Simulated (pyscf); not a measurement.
PySCF, gas phase, ωB97X-D3(BJ)/def2-SVP geometries. MP2 and CC: frozen core, UHF for open shells. ΔMP2 is the change of the MP2 total energy from the triple- to the quadruple-zeta basis. Singlets are restricted, triplets unrestricted.

Singlet (Å):
```xyz
2

B      0.7558    -0.0769    -0.4651
H      1.6226     0.8201    -0.4181
```

Triplet (Å):
```xyz
2

B      0.4396     0.9649     0.3543
H      1.0563     0.5515    -0.6013
```

Problem. For these two minima of `[BH]`, which spin state lies lower at CCSD(T)/def2-TZVPP + ΔMP2(QZVPP), and by how much (electronic energies)?

Solution. The singlet, by 1.35 eV. Zero-point energy shifts E(triplet) − E(singlet) by +0.01 eV. 

E(triplet) − E(singlet) by level (eV):

| level | gap |
|---|---|
| ωB97X-D3(BJ)/def2-TZVP | +1.23 |
| PBE/def2-TZVP | +0.94 |
| r²SCAN/def2-TZVP | +0.64 |
| B3LYP-D3(BJ)/def2-TZVP | +1.13 |
| PBE0-D3(BJ)/def2-TZVP | +0.90 |
| M06-2X/def2-TZVP | +1.23 |
| ωB97M-D3(BJ)/def2-TZVP | +1.35 |
| HF/def2-TZVP | +0.37 |
| MP2/def2-QZVPP | +1.02 |
| CCSD/def2-TZVPP | +1.29 |
| CCSD(T)/def2-TZVPP | +1.31 |
| CCSD(T)/def2-TZVPP + ΔMP2(QZVPP) | +1.35 |

The triplet is the lowest one reached from the SCF start used. The CCSD(T) − MP2 part came from Ansatz, without density fitting, on the same reference. The term symbol of open-shell BH was not checked; spin-orbit terms are left out.
